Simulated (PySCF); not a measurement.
## How the method moves the HOMO and LUMO of `CCCCl`

Species: C3H7Cl.
Z-matrix (Å and degrees, PBE0-D3(BJ)/def2-SVP geometry), rows numbered from 1:
```
C 
C   1  1.5190
C   2  1.5145  1  114.22
Cl  3  1.7943  2  112.21  1   -63.03
H   1  1.1019  2  111.28  3   -59.77
H   1  1.1000  2  111.18  3  -179.91
H   1  1.1000  2  110.67  3    59.98
H   2  1.1027  1  110.31  3  -122.79
H   2  1.1047  1  110.14  3   120.23
H   3  1.1000  2  111.54  1    56.33
H   3  1.0984  2  111.47  1   177.72
```

Basis pcSseg-2 throughout (PySCF), one geometry. One conformer (not necessarily the lowest) at the PBE0-D3(BJ)/def2-SVP geometry, without solvent, vibrations or thermal averaging.

Question: How do the orbital energies, the gap and the dipole change with the method?

Answer: 
```tsv
method	kind	HOMO (eV)	LUMO (eV)	gap (eV)	μ (D)	SCF cycles
BLYP	GGA	-6.78	-0.31	6.46	2.04	14
OPBE	GGA	-6.91	-0.25	6.66	2.05	15
PBE	GGA	-6.91	-0.35	6.55	2.05	14
B97-D	GGA	-6.91	-0.24	6.66	2.07	14
BP86	GGA	-7.01	-0.34	6.67	2.07	14
LDA	LDA	-7.01	-0.51	6.50	2.09	14
KT2	GGA	-7.02	-0.39	6.62	2.08	15
KT3	GGA	-7.04	-0.48	6.56	2.05	14
B3LYP	global hybrid	-8.06	0.18	8.24	2.10	13
PBE0	global hybrid	-8.31	0.48	8.79	2.12	13
mPW1PW91	global hybrid	-8.34	0.45	8.79	2.12	13
HF	Hartree–Fock	-11.65	2.62	14.27	2.31	10
```

The HOMO spans 4.87 eV, from BLYP down to HF, and the gap runs from 6.46 eV (BLYP) to 14.27 eV (HF). Over the methods BLYP (0 %), OPBE (0 %), PBE (0 %), B97-D (0 %), BP86 (0 %), LDA (0 %), KT2 (0 %), KT3 (0 %), B3LYP (20 %), PBE0 (25 %), mPW1PW91 (25 %), HF (100 %), a straight line through the gap against the share of exact exchange rises by 0.78 eV for each 10 % (correlation coefficient 0.998). The dipole ranges from 2.04 D (BLYP) to 2.31 D (HF). This basis has no diffuse functions.

The vertical ΔSCF ionisation energy at B3LYP/def2-SVPD is 10.80 eV; −ε(HOMO) comes closest to it with HF (11.65 eV).
